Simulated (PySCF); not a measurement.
Some computed properties have been withheld. Give your best values.

C₂H₄Si (triplet state).
Atom-mapped SMILES: `[CH2:1]=[CH:2][SiH:3]` (hydrogens: H4, H5 on C1; H6 on C2; H7 on Si3)

Geometry (GFN2-xTB, Å), atoms numbered from 1 in this order:
```
atom  x, y, z in Å
C1    -0.9413    0.3505   -0.0498
C2    -0.0635   -0.6623    0.0950
Si3    1.7189   -0.4346    0.4478
H4    -0.6448    1.3823    0.0354
H5    -1.9821    0.1683   -0.2582
H6    -0.4278   -1.6775   -0.0029
H7     2.3440    0.8782    0.6051
```

```json
{"property": "point group of the GFN2-xTB geometry", "level": "GFN2-xTB", "value": "?"}
{"property": "rotational constants A, B, C of the GFN2-xTB geometry", "level": "GFN2-xTB", "value": "?"}
{"property": "isotropic g value", "level": "unrestricted B3LYP/pcH-1, mean-field spin–orbit", "value": "?"}
{"property": "spin squared ⟨S²⟩", "level": "unrestricted B3LYP/pcH-1", "value": "?"}
{"property": "largest isotropic hyperfine couplings (means over sets of like nuclei)", "level": "unrestricted B3LYP/pcH-1, mean-field spin–orbit", "value": "29Si -403.6 (Si3), 1H +82.1 (H7), 13C +30.7 (C1), 13C +22.9 (C2), 1H -7.3 (H4) MHz"}
```

Gas-phase values; electronic properties from PySCF, density fitting. One conformer (not necessarily the lowest) at the GFN2-xTB geometry, without solvent, vibrations or thermal averaging. This triplet need not be the ground state; the singlet was not compared here. Hyperfine couplings depend on the geometry, which wasn't re-optimised at a DFT level.

(1) The isotropic g value?

(2) Give the point group of the GFN2-xTB geometry.

(3) The spin squared ⟨S²⟩?

(4) Give the rotational constants A, B, C of the GFN2-xTB geometry.

## Answers

(1) 2.00249.

(2) Cs.

(3) 2.014.

(4) 45.789, 5.836, 5.177 GHz.

g_iso is shifted by about +170 ppm from the free-electron value 2.002319. The rotational constants make it an asymmetric top with κ = (2B − A − C)/(A − C) = -0.97, nearer the prolate limit (−1). ⟨S²⟩ is 0.014 above the pure-spin value S(S + 1) = 2.00.
